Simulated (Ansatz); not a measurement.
The first iterations of a band of BFH$_{3}$O (6 atoms, charge 0, multiplicity 2).

Computed with UKS revPBE-D4/def2-SVP (Ansatz).

- movable images: 5
- climbing image: yes
- spring: 5.0 eV/Å²
- optimiser: fire
- start path: through a guess of the saddle point
- force threshold: 0.05 eV/Å
- iteration limit: 60
- end points: relaxed
- largest step: 0.02 Å

Initial state:

```xyz
6
Properties=species:S:1:pos:R:3
B -0.084 -0.182 0.904
F -0.438 -1.489 0.702
H 0.915 0.227 0.176
H -0.632 0.661 0.078
O -0.021 0.331 2.198
H -0.255 -0.349 2.859
```

Final state:

```xyz
6
Properties=species:S:1:pos:R:3
B -0.084 -0.182 0.904
F -0.437 -1.489 0.703
H -0.632 0.661 0.077
H 0.915 0.228 0.176
O -0.022 0.331 2.198
H -0.255 -0.350 2.859
```

| iteration | highest image above the first end (eV) | largest band force component (eV/Å) |
| --- | --- | --- |
| 1 | 23.389 | 38.536 |
| 2 | 21.442 | 33.456 |
| 3 | 19.696 | 30.046 |
| 4 | 18.137 | 26.991 |
| 5 | 16.735 | 24.247 |
| 6 | 15.470 | 21.772 |
| 7 | 14.327 | 19.533 |
| 8 | 13.293 | 17.501 |
| 9 | 12.356 | 15.831 |
| 10 | 11.507 | 14.822 |
| 11 | 10.735 | 13.806 |
| 12 | 10.061 | 12.806 |
| 13 | 9.586 | 11.879 |
| 14 | 9.141 | 10.991 |
| 15 | 8.725 | 10.140 |
| 16 | 8.335 | 9.324 |
| 17 | 7.970 | 8.544 |
| 18 | 7.628 | 7.799 |
| 19 | 7.308 | 7.090 |
| 20 | 7.008 | 6.417 |

Q: Does the band converge within its limit, and where does its top end?

A: The run ended unconverged. It ended after 60 iterations with the highest image 2.844 eV above the first end. The band didn't meet its force threshold, so its energies are provisional: the largest band force was still 1.96 eV/Å, and over the last iterations the top moved between 2.84 and 2.92 eV.

Run time: 4.4 min on 1 thread of Intel(R) Xeon(R) 6975P-C (Granite Rapids) (shared host), peak memory 0.14 GiB.
